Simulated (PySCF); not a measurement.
Isomers of C2H5NO. Method: PBE0-D3(BJ)/def2-SVP geometry optimisation, gas phase in PySCF 2.14.0. Energies are electronic, without zero-point or thermal terms, for one conformer each. No frequencies were run at this level. Point groups hold within 0.08 Å.

Question: Rank from lowest to highest electronic energy at this level (kcal/mol).
A. `CC(N)=O` (acetamide)
B. `[CH3:1]/[CH:2]=[N:3]\[OH:4]` with C2–N3–O4–H 180°
C. `[CH3:1]/[CH:2]=[N:3]/[OH:4]` with C2–N3–O4–H 180°
D. `[H]/[N:4]=[CH:3]/[O:2][CH3:1]` with C1–O2–C3–N4 0°
E. `[H]/[N:1]=[CH:2]/[CH2:3][OH:4]` with N1–C2–C3–O4 0°, C2–C3–O4–H 0°
F. `[CH3:1][NH:2][CH:3]=[O:4]` with C1–N2–C3–O4 0°

Answer: A (0.0), F (9.1), D (29.2), E (33.1), C (54.9), B (55.0).

As drawn, the lowest has a C=O bond, an N–H bond and a C(=O)–N unit, which the highest lacks; the highest has a C=N bond, an N–O linkage and an O–H bond, which the lowest lacks. Neighbours under 2.5 kcal/mol apart (C/C=N/O and C/C=N\O) can change places with a better method, another conformer or zero-point energy. C/C=N/O and C/C=N\O are stereoisomers, 0.1 kcal/mol apart in the conformers taken.

```csv
SMILES,E (Eh),E rel (kcal/mol),dipole (D),point group,"A, B, C (MHz)"
CC(N)=O,-208.83084,0.0,3.77,–,"10889, 9315, 5182"
CNC=O,-208.81640,9.1,3.82,Cs,"20041, 6174, 4867"
[H]/N=C/OC,-208.78434,29.2,0.67,Cs,"19756, 6771, 5208"
[H]/N=C/CO,-208.77806,33.1,3.23,Cs,"17830, 6686, 5014"
C/C=N/O,-208.74333,54.9,0.40,Cs,"46868, 4281, 4021"
C/C=N\O,-208.74319,55.0,0.55,Cs,"18393, 6351, 4864"
```

Q: As an exercise, what shares would exp(−E/RT) give at 1000 K from these electronic energies alone (no entropy, no degeneracies)?

A: RT = 1.987 kcal/mol: CC(N)=O 99.0 %, CNC=O 1.0 %, [H]/N=C/OC under 0.1 %, [H]/N=C/CO under 0.1 %, C/C=N/O under 0.1 %, C/C=N\O under 0.1 %.
